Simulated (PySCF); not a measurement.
## Worked example: CO, singlet against CO, triplet

Geometry (PBE0/def2-TZVP stationary point of a triplet), kept for both states (CO, triplet: Π; CO, singlet: Σ⁺):

| atom | x (Å) | y (Å) | z (Å) |
| --- | --- | --- | --- |
| O | 0.0000 | 0.0000 | 0.0000 |
| C | 0.0000 | 0.0000 | 1.1955 |

Basis 6-31G; PySCF 2.14.0. Correlated methods freeze the noble-gas cores. Prefix R: restricted or restricted open-shell reference.

Full CI is exact within this basis and frozen core; it isn't the basis-set limit.

```
   level  E(CO, triplet) (hartree)  E(CO, singlet) (hartree)
RCCSD(T)               -112.683558               -112.884894
     PBE               -112.937887               -113.136007
   B3LYP               -113.056584               -113.256388
 full CI               -112.685278               -112.886300
```

Question: Give the vertical gap, CO singlet less CO triplet, at each level in eV (1 hartree = 27.2114 eV), and each error against full CI.

Answer: full CI: (-112.886300 − (-112.685278)) × 27.2114 = -5.470 eV (the reference)
B3LYP: (-113.256388 − (-113.056584)) × 27.2114 = -5.437 eV, error 0.033 eV
PBE: (-113.136007 − (-112.937887)) × 27.2114 = -5.391 eV, error 0.079 eV
RCCSD(T): (-112.884894 − (-112.683558)) × 27.2114 = -5.479 eV, error -0.009 eV

Total energies of functionals can't be set beside those of wave-function methods, since they hold the core's correlation and their own absolute errors; only the differences compare.

The set has no polarisation functions, so the order and spacing of states can differ from the basis-set limit.

In so small a basis the reference is far from its limit while semilocal and hybrid functionals are nearer theirs, so the functionals' errors here hold much of the reference's basis and frozen-core error, which can add to them or hide them.

Each level lands on the state that its own search finds. T1 diagnostics of restricted CCSD: 0.035 and 0.026.
